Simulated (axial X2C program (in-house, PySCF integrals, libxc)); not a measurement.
Correcting the dissociation energy of NaSi for spin–orbit coupling

A spin-free CCSD(T) curve (one-electron X2C) was computed with an in-house all-electron X2C program for linear molecules (integrals from PySCF), basis Si dyall-v3z [8s7p2d1f], Na dyall-cv3z [9s8p5d2f] (cores contracted in-house), for the state M_S = 3/2, Λ = 0 (beyond evenly filled blocks: σα, π+α, π-α). It gives D0 = 1.371 eV to Si + Na, which in a spin-free picture are the weighted means of the ground terms.

Correlated methods: 13 electrons correlated (number of frozen shells: Si 2 s, 1 p; Na 1 s), 191 virtual spin orbitals or spinors in MP2, 89 natural virtuals in coupled cluster.

Measured levels of the ground terms (NIST Handbook of Basic Atomic Spectroscopic Data), in cm⁻¹: Si 3P: J = 0 at 0, J = 1 at 77.1, J = 2 at 223.2; Na 2S: J = 1/2 at 0.

The molecular state has Λ = 0, so it has no first-order lowering.

(1) How far does each ground level lie under the (2J+1)-weighted mean of its term?

(2) Correct D0.

Second-order spin–orbit effects in the molecule, which grow quickly with Z, are left out. Occupations by symmetry block were frozen at the best pattern of an incomplete PBE0 search. De is counted from the lowest determinant-based energies of the atoms at the same level, without counterpoise correction. Coupled cluster ran in a truncated set of natural virtual spinors; the MP2 energy of the rest was added. (T) has no such correction and the atoms are truncated less, which lowers De at CCSD(T) by a hundredth of an eV or more. Other states lie close and PBE0, whose exact exchange favours high spin, may order them wrongly; the determinant shown need not be the ground state. The nearest other spin-free determinant of the search, M_S = 1/2, Λ = 0, lies 0.45 eV up at the distance of the search.

Results:

(1) Si: (1 × 0 + 3 × 77.1 + 5 × 223.2)/9 = 150 cm⁻¹; Na: a single level, 0.

(2) D0 = 1.371 + (0 − 150)/8065.5 = 1.352 eV at CCSD(T) with these spin–orbit terms.
